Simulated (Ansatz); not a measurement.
# Which is lower?

Two isomers of Si₂H₄F (charge +1), closed shell, relaxed at PBE0-D4/def2-TZVP (vibrations not checked).

A:

```xyz
7
angstrom
F -0.9129 -0.2612 0.7244
Si -0.5100 0.0398 -1.0277
Si 0.8802 0.0661 0.7339
H -0.7963 -1.2180 -1.7353
H -1.2487 1.2518 -1.4151
H 1.0676 1.2956 1.5200
H 1.5201 -1.1742 1.1998
```

B:

```xyz
7
angstrom
F -1.1134 -1.7080 1.2644
Si -0.5123 -1.1288 -0.0463
Si 0.4673 1.0294 -0.0080
H -0.6649 -2.1123 -1.1428
H -0.2069 1.6842 -1.1507
H 0.1420 1.5439 1.3360
H 1.8883 0.6915 -0.2527
```

Ansatz 0.2.0; basis: def2-TZVPP; cores frozen in the correlated methods. B3LYP uses VWN-RPA correlation.

(1) Which structure is lower at CCSD(T), and by how much? (To be estimated.)

T1 diagnostic: at most 0.015.

## Answers

(1) By the calculation: B, by 8.18 kcal/mol (electronic energy, against the other). By their contacts, A is Si₂H₄F ([F]1[SiH2][SiH2]1), total charge +1 and B is Si₂H₄F ([F][SiH][SiH3]), total charge +1.

All methods give the same order:

| method | E(B) − E(A) (kcal/mol) |
| --- | --- |
| PBE-D4 | -7.11 |
| r2SCAN-D4 | -6.54 |
| PBE0-D4 | -7.38 |
| B3LYP-D4 | -8.43 |
| wB97M-V | -6.66 |
| HF | -11.51 |
| MP2 | -7.45 |
| CCSD | -8.71 |
| CCSD(T) | -8.18 |

Labels in which every atom is bracketed show which atoms are joined, not bond orders.
